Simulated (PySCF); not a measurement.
## Computed spin Hamiltonian

Compound: C4H7OS (doublet state).
Structure used (GFN2-xTB), in Å, numbered top down from 1:
```
atom  x, y, z in Å
C1     1.8973   -0.0740   -0.3106
C2     0.7575    0.6892   -0.0804
O3     0.7288    1.7517    0.5601
C4    -0.5470    0.1471   -0.6911
C5    -1.0088   -1.1075    0.0492
S6    -1.8022    1.4552   -0.5890
H7     2.8498    0.2732    0.0467
H8     1.8636   -0.9837   -0.8798
H9    -0.4000   -0.0795   -1.7507
H10   -0.2715   -1.9003   -0.0511
H11   -1.9543   -1.4554   -0.3605
H12   -1.1461   -0.8872    1.1060
H13   -0.9716    2.1716    0.2109
```

The hyperfine couplings belong to this conformer and change with its torsions.

Identity: `[CH2]C(=O)[C@@H](C)S` [radical].

The calculation used UKS B3LYP, pcH-1 on C H O S, non-relativistic, mean-field spin-orbit, GIAO (PySCF 2.14.0). Geometry: GFN2-xTB, one conformer, isolated molecule. Couplings are sensitive to structure, and on GFN2-xTB geometries they can be far from those on DFT ones. Stability of the SCF solution: not tested.

```json
{"g1, g2, g3": "2.00194, 2.00515, 2.00821", "g_iso": "2.00510", "Form of g": "rhombic: the two nearest values differ by 49 % of g3 − g1", "⟨S²⟩": "0.7644 (exact 0.7500)", "α and β electrons": "28, 27", "HOMO–LUMO gap, α and β orbitals": "5.94, 1.97 eV", "Total energy": "-630.01510 Eh"}
```

Isotropic coupling and dipolar principal values T1 to T3, in MHz:

```json
{"atom": "C1", "isotope": "13C", "a_iso": "62.8", "of which spin–orbit": "-0.2", "T1": "-63.4", "T2": "-62.8", "T3": "126.2", "Mulliken spin population": "0.83"}
{"atom": "C2", "isotope": "13C", "a_iso": "-41.8", "of which spin–orbit": "0.1", "T1": "-15.3", "T2": "4.2", "T3": "11.1", "Mulliken spin population": "-0.13"}
{"atom": "O3", "isotope": "17O", "a_iso": "-22.4", "of which spin–orbit": "-0.6", "T1": "-98.1", "T2": "48.6", "T3": "49.5", "Mulliken spin population": "0.32"}
{"atom": "C4", "isotope": "13C", "a_iso": "-2.5", "of which spin–orbit": "0.1", "T1": "-1.5", "T2": "-0.1", "T3": "1.6", "Mulliken spin population": "0.00"}
{"atom": "C5", "isotope": "13C", "a_iso": "14.1", "of which spin–orbit": "0.0", "T1": "-1.2", "T2": "-1.0", "T3": "2.2", "Mulliken spin population": "0.01"}
{"atom": "S6", "isotope": "33S", "a_iso": "1.4", "of which spin–orbit": "0.0", "T1": "-4.0", "T2": "-3.5", "T3": "7.4", "Mulliken spin population": "0.03"}
{"atom": "H7", "isotope": "1H", "a_iso": "-49.6", "of which spin–orbit": "0.0", "T1": "-28.5", "T2": "-2.5", "T3": "31.0", "Mulliken spin population": "-0.03"}
{"atom": "H8", "isotope": "1H", "a_iso": "-50.5", "of which spin–orbit": "0.0", "T1": "-30.4", "T2": "-1.9", "T3": "32.3", "Mulliken spin population": "-0.03"}
{"atom": "H9", "isotope": "1H", "a_iso": "12.7", "of which spin–orbit": "0.0", "T1": "-3.2", "T2": "-1.6", "T3": "4.8", "Mulliken spin population": "0.00"}
{"atom": "H10", "isotope": "1H", "a_iso": "0.6", "of which spin–orbit": "0.0", "T1": "-3.1", "T2": "-1.4", "T3": "4.5", "Mulliken spin population": "0.00"}
{"atom": "H11", "isotope": "1H", "a_iso": "3.0", "of which spin–orbit": "0.0", "T1": "-1.1", "T2": "-1.0", "T3": "2.1", "Mulliken spin population": "0.00"}
{"atom": "H12", "isotope": "1H", "a_iso": "-0.5", "of which spin–orbit": "0.0", "T1": "-1.6", "T2": "-1.3", "T3": "2.9", "Mulliken spin population": "0.00"}
{"atom": "H13", "isotope": "1H", "a_iso": "-1.0", "of which spin–orbit": "0.0", "T1": "-3.9", "T2": "-3.5", "T3": "7.4", "Mulliken spin population": "0.00"}
```

The Mulliken spin populations are largest on C1 (+0.83), O3 (+0.32) and C2 (-0.13). The angles at C1 add up to 359.9°, so it is planar; its axial dipolar tensor and the negative couplings of its protons fit spin in a p orbital normal to that plane.

Axes: g3 points within 1° of the C2–O3 bond.

Under fast tumbling the dipolar parts average out, and these isotropic splittings remain: 1 × 1H (H8, I = 1/2, 2 lines) with 1.80 mT, 1 × 1H (H7, I = 1/2, 2 lines) with 1.77 mT, 1 × 1H (H9, I = 1/2, 2 lines) with 0.45 mT, 1 × 1H (H13, I = 1/2, 2 lines) with 0.04 mT and 3 × 1H (H10/H11/H12, I = 1/2, 4 lines) with 0.04 mT.

Class means assume fast exchange of nuclei equivalent by connectivity; if that motion is slow, each nucleus keeps its own coupling. H7 and H8 aren't averaged: C1 is flat or nearly so (angle sum 360°), and its turn about the short C1–C2 bond (1.39 Å) is taken as slow.

The 13C coupling of C1 (62.8 MHz) shows only in satellite lines or after enrichment, since that isotope makes up about 1.07 % of natural carbon.

The 17O coupling of O3 (-22.4 MHz) shows only in satellite lines or after enrichment, since that isotope makes up about 0.038 % of natural oxygen.

On one thread, Arm Neoverse V2 (aarch64), shared host with 96 logical CPUs at a one-minute load of 37, this took 44 s of wall time (grids of density and orbitals included) and 0.90 GiB of memory at its peak.
